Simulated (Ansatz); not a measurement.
A made-up structure of H$_{2}$S$_{2}$O$_{2}$, closed shell:

```xyz
6
angstrom
O -0.1193 0.6922 -1.0924
S 1.2791 -0.0252 -0.4527
O 0.5506 -0.9795 0.4417
S 0.0247 -0.1133 1.5964
H -0.5187 -0.0003 -1.6473
H -1.2165 0.4260 1.1543
```

It is relaxed with PBE-D4/def2-SVP and then PBE0-D4/def2-TZVP (Ansatz 0.2.0). Atoms count as bonded within 1.22 times the sum of their covalent radii (H–H: 0.88 Å). The end point is not checked to be a true minimum.

Q: Does its bonding change? (Judge from chemistry; the calculation decides.)

A: The calculation gives: Yes. Formed: none; broken: S2–S4.

Where it ends: The first stage lowers the energy by 2.11 eV in 8 steps. It ends as H₂S₂O₂ ([OH][S][O][SH]):
O1  (-0.072, 0.678, -1.356)
S2  (1.205, -0.006, -0.608)
O3  (0.492, -0.924, 0.549)
S4  (-0.030, -0.158, 1.961)
H5  (-0.429, 0.052, -1.998)
H6  (-1.166, 0.358, 1.452)
(Å)

Labels in which every atom is bracketed show which atoms are joined, not bond orders.

For scale, one of the runs: PBE0-D4/def2-TZVP relaxation, 148 basis functions, launched by `ansatz run in.yaml --threads 2 --pin off --events-out ev --progress --plain --max-ram 4352MiB`. The run took about 35 s on 2 CPU threads of an Arm Neoverse N1 (shared host).
